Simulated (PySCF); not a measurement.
Gas-phase reaction: 2 SiO + 2 Cl = 2 SiCl + O₂

Computed with PySCF (xtb for GFN2) and rigid-rotor harmonic-oscillator thermochemistry at 1 bar. 'Table' is the NASA 1993 thermochemical table (part measured, part estimated). After a fit of one offset per element over all species, the range-separated, M06-2X, PBE0/def2-QZVP and CCSD(T)/def2-TZVPP enthalpies, where run, lie to one side of the table for SiCl (-55 kJ/mol): a fault of the table's entry, another state or a shared error of the levels is possible; this was not checked at source. † marks an energy on the PBE0/def2-TZVP geometry and frequencies; other levels use their own. MP2 and CCSD(T) freeze the core. 6-31G* has spherical d functions here. Open shells (unrestricted): Cl (multiplicity 2), SiCl (multiplicity 2), O₂ (multiplicity 3); the rest are closed-shell singlets. GFN2 has no spin-polarisation term. Spin-orbit splitting is ignored; it lowers the true energy and changes the entropy of Cl, SiCl. B3LYP is the form with VWN-RPA correlation. For this reaction the table lies outside the span of B3LYP, CCSD(T), M06-2X, MP2, PBE0, r2SCAN, ωB97M-V, ωB97X-V in their largest bases here; which side is off was not settled. MP2 isn't extrapolated to the basis-set limit. CCSD(T) isn't extrapolated to the basis-set limit. The table's entry may be an old estimate for SiO, SiCl (not checked at source). Warning, large T1 diagnostic: SiO (CCSD(T)/def2-SVP†).

```tsv
level	ΔH°(298 K), kJ
table	354.9
B3LYP/def2-TZVP†	[?]
CCSD(T)/def2-SVP†	229.6
GFN2-xTB	583.5
HF/6-31G*	176.4
HF/def2-TZVP†	[?]
MP2/def2-SVP†	255.5
PBE/def2-TZVP†	[?]
PBE0/def2-QZVP†	150.3
PBE0/def2-SVP†	101.0
r2SCAN/def2-TZVP†	154.8
ωB97X-V/def2-TZVP†	[?]
```

### Question
Fill in the missing entries.

### Answer

- B3LYP/def2-TZVP†, ΔH°(298 K), kJ: 206.3
- HF/def2-TZVP†, ΔH°(298 K), kJ: 184.2
- PBE/def2-TZVP†, ΔH°(298 K), kJ: 145.9
- ωB97X-V/def2-TZVP†, ΔH°(298 K), kJ: 182.3
